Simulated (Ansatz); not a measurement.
# ClFH: the cost of one run

Method: the levels named in each step, in Ansatz 0.2.0.

### 1 The starting structure

Bond lengths: F1–H3 0.933 Å.

Structure file:

```xyz
3

F     2.1124   -0.2155    0.5935
Cl   -1.1969    0.1433   -0.3205
H     2.2825   -0.9787    0.0854
```

### 2 A rough first relaxation, PBE-D4/def2-SVP

This run stands in another session on the same molecule. It ended at:

```xyz
3

F     1.9310   -0.1366    0.5875
Cl   -0.4435   -0.0825   -0.2197
H     1.7105   -0.8318   -0.0093
```

### 3 Relaxation, PBE0-D4/def2-TZVPP

This run stands in another session on the same molecule. It ended at:

```xyz
3

F     1.8952   -0.1652    0.5534
Cl   -0.7600    0.0323   -0.2472
H     2.0629   -0.9180    0.0523
```

### 4 Relaxation, CCSD(T)/cc-pV(T+d)Z

File input.yaml:

```yaml
crystal:
  periodic: [false, false, false]
  atoms:
    - { symbol: F, position_ang: [1.89516805, -0.16523552, 0.55337591] }
    - { symbol: Cl, position_ang: [-0.7600223, 0.03232314, -0.247216] }
    - { symbol: H, position_ang: [2.06288425, -0.91798763, 0.05229009] }
magnetization:
  spin_polarized: true
  initial_magnetization: 1
basis:
  gaussian: { orbitals: "cc-pV(T+d)Z.json" }
correlation:
  method: ccsd_t
scf:
  omitted_lower_state_checks: [cluster_reference]
relax:
  f_tol: 0.002
  max_steps: 40
```

Run with:

```
> ansatz run input.yaml --threads 4 --pin off --max-ram 10240MiB --backend cpu --events-out ev --progress --plain --runs-dir out
```

**Question.** How long does this run take on 4 threads of Arm Neoverse V1, shared host, and how much memory does it need?

About 4.6 min, with a peak of 0.63 GiB.
